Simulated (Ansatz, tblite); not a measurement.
# The cluster K3Na3: a ladder of methods and basis sets

Aim: run the singlet of the cluster K3Na3 at one geometry on many levels, and compare frontier levels, spin and run time.

Program: Ansatz 0.2.0, Gaussian basis. Level of theory: as each input shows. These are calculated values, not measurements.

Levels to be run: GFN1-xTB, GFN2-xTB, PBE/def2-TZVP, r2SCAN/def2-TZVP, ωB97X-V/def2-TZVP, LDA/def2-TZVP, ωB97M-V/def2-TZVP, B97M-V/def2-TZVP, revPBE/def2-TZVP, HSE06/def2-TZVP, BHLYP/def2-TZVP, PBE/def2-SVP, PBE0/def2-SVP, HF/6-31G, B3LYP/6-31G, PBE0/def2-TZVPD, PBE/def2-TZVPD, r2SCAN/def2-TZVPD, CCSD(T)/def2-SVP, MP2/def2-TZVP, RPA/def2-TZVP.

### Step 1. The geometry

The singlet was relaxed beforehand with r2SCAN/def2-SVP. At that level it is the lowest of the isomers that a small search found.

6 atoms, charge 0, spin multiplicity 1.

Bond lengths: Na1–Na2 3.469 Å, Na1–K4 4.300 Å, Na1–K5 4.132 Å, Na2–Na3 3.481 Å, Na2–K4 3.884 Å, Na2–K5 3.906 Å, Na2–K6 3.886 Å, Na3–K5 4.132 Å, Na3–K6 4.305 Å, K4–K6 4.604 Å. Angles: Na2–Na1–K4 58.8°, Na2–Na1–K5 61.1°, K4–Na1–K5 116.3°, Na1–Na2–Na3 134.4°, Na1–Na2–K4 71.3°, Na1–Na2–K5 67.8°, Na1–Na2–K6 140.5°, Na3–Na2–K4 140.6°, Na3–Na2–K5 67.7°, Na3–Na2–K6 71.3°, K4–Na2–K5 133.8°, K4–Na2–K6 72.7°, K5–Na2–K6 133.6°, Na2–Na3–K5 61.0°, Na2–Na3–K6 58.7°, K5–Na3–K6 116.1°, Na1–K4–Na2 49.8°, Na1–K4–K6 102.0° and more.

PBE0/def2-TZVP was run before; its log isn't repeated, and its numbers join the tables.

### Step 2. GFN1-xTB

Tight binding, by tblite at 300 K electronic temperature and without a spin-polarisation term:

```python
tblite.interface.Calculator('GFN1-xTB', numbers, positions, charge=0, uhf=0).singlepoint()
```

Energy -54.6142 eV, HOMO -9.67 eV, LUMO -8.30 eV; 0.007 s.

### Step 3. GFN2-xTB

Tight binding, by tblite at 300 K electronic temperature and without a spin-polarisation term:

```python
tblite.interface.Calculator('GFN2-xTB', numbers, positions, charge=0, uhf=0).singlepoint()
```

Energy -32.6791 eV, HOMO -4.40 eV, LUMO -3.64 eV; 0.011 s.

### Step 4. PBE/def2-TZVP

start.molden holds the orbitals of an earlier run on this state, given as this run's starting guess.

Input file in.yaml:

```yaml
crystal:
  periodic: [false, false, false]
  atoms:
    - {symbol: Na, position_ang: [-2.184989, -0.274886, 2.599871]}
    - {symbol: Na, position_ang: [-0.066687, -0.649695, -0.121476]}
    - {symbol: Na, position_ang: [3.348366, -0.209950, -0.629501]}
    - {symbol: K, position_ang: [-3.484566, 0.694951, -1.383177]}
    - {symbol: K, position_ang: [1.896897, -0.309841, 3.237867]}
    - {symbol: K, position_ang: [0.490979, 0.749411, -3.703593]}
basis:
  gaussian: {orbitals: def2-TZVP, initial_orbitals: start.molden}
hamiltonian: {xc: pbe}
scf: {omitted_lower_state_checks: [starts]}
output: {orbitals: {seedname: orbitals}}
```

Command:

```bash
> ansatz run in.yaml --threads 4 --pin off --events-out ev --progress --plain --max-ram 3916MiB
```

The runs that follow: r2SCAN/def2-TZVP; ωB97X-V/def2-TZVP; LDA/def2-TZVP; ωB97M-V/def2-TZVP; B97M-V/def2-TZVP; revPBE/def2-TZVP; HSE06/def2-TZVP; BHLYP/def2-TZVP; PBE/def2-SVP; PBE0/def2-SVP; HF/6-31G; B3LYP/6-31G; PBE0/def2-TZVPD; PBE/def2-TZVPD; r2SCAN/def2-TZVPD; CCSD(T)/def2-SVP; MP2/def2-TZVP; RPA/def2-TZVP.

**Question.** What will the summary of the whole plan be? Wanted: gap in def2-TZVP, named functionals, smallest and largest; correlation energy, CCSD(T)/def2-SVP; correlation energy, MP2/def2-TZVP; PBE0 total energy, smallest basis above largest.

As calculated:

| quantity | value |
| --- | --- |
| gap in def2-TZVP, named functionals, smallest and largest | 0.79 eV (B97M-V), 3.56 eV (ωB97X-V) |
| correlation energy, CCSD(T)/def2-SVP | -6.95 eV |
| correlation energy, MP2/def2-TZVP | -28.54 eV |
| PBE0 total energy, smallest basis above largest | 11.12 eV (def2-SVP, def2-TZVPD) |

What this shows: Over the named functionals in def2-TZVP the gap runs from 0.79 eV (B97M-V) to 3.56 eV (ωB97X-V); exact exchange widens it.
